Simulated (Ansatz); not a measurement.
The input, for Ansatz 0.2.0:

```yaml
crystal:
  periodic: [false, false, false]
  atoms:
    - {symbol: B, position_ang: [0.000000, 0.000000, 1.909700]}
    - {symbol: Si, position_ang: [0.000000, 0.000000, 0.048400]}
    - {symbol: P, position_ang: [0.000000, 0.000000, -1.958100]}
basis:
  gaussian: {orbitals: STO-3G}
magnetization: {spin_polarized: true, initial_magnetization: 4}
hamiltonian: {xc: hf}
output: {forces: true, orbitals: {seedname: orbitals}}
```

```sh
$ ansatz run in.yaml --threads 1 --pin off --events-out ev --progress --plain --max-ram 2393MiB
```

(1) Roughly how long does this take on 1 thread of Arm Neoverse V1, shared host, and how much host memory?

```
252 factors; integrals over basis functions are off by at most 5.6e-5 eV
mean field evaluation 1: about -17592.2068 eV, gradient 8.1e0 eV
mean field evaluation 2: about -17592.2257 eV, gradient 8.1e0 eV
mean field evaluation 4: about -17594.0100 eV, gradient 3.8e0 eV
mean field evaluation 8: about -17595.1387 eV, gradient 5.2e-1 eV
mean field evaluation 16: about -17582.3466 eV, gradient 2.5e1 eV
mean field evaluation 32: about -17594.4517 eV, gradient 2.9e0 eV
mean field evaluation 64: about -17595.1113 eV, gradient 5.1e-1 eV
mean field evaluation 96: about -17590.1174 eV, gradient 1.7e-2 eV
mean field -17595.14313619 eV, -646.6095838385 hartree, gradient 2.4e-5 eV, S^2 6.370815; 1 other end points of the search recorded, 0 dependent functions left out
the calculation of the forces begins
reference -17595.14313619 eV, -646.6095838385 hartree; 19, 15 occupied and 4, 8 virtual orbitals, 252 factors
Total energy: -17595.14313619 eV, -646.6095838385 hartree
Atom 0 at     0.000000     0.000000     1.909700 Å, force    -0.000000    -0.000000    -3.637233 eV/Å
Atom 1 at     0.000000     0.000000     0.048400 Å, force    -0.000000     0.000000     6.244447 eV/Å
Atom 2 at     0.000000     0.000000    -1.958100 Å, force     0.000000    -0.000000    -2.607214 eV/Å
Dipole moment:    -0.000000    -0.000000    -0.333083 e Å
```

Forces (eV/Å):
```
B    0.000  0.000 -3.637
Si   0.000  0.000  6.244
P    0.000  0.000 -2.607
```

## Answers

(1) 0.33 s wall and 0.06 GiB.
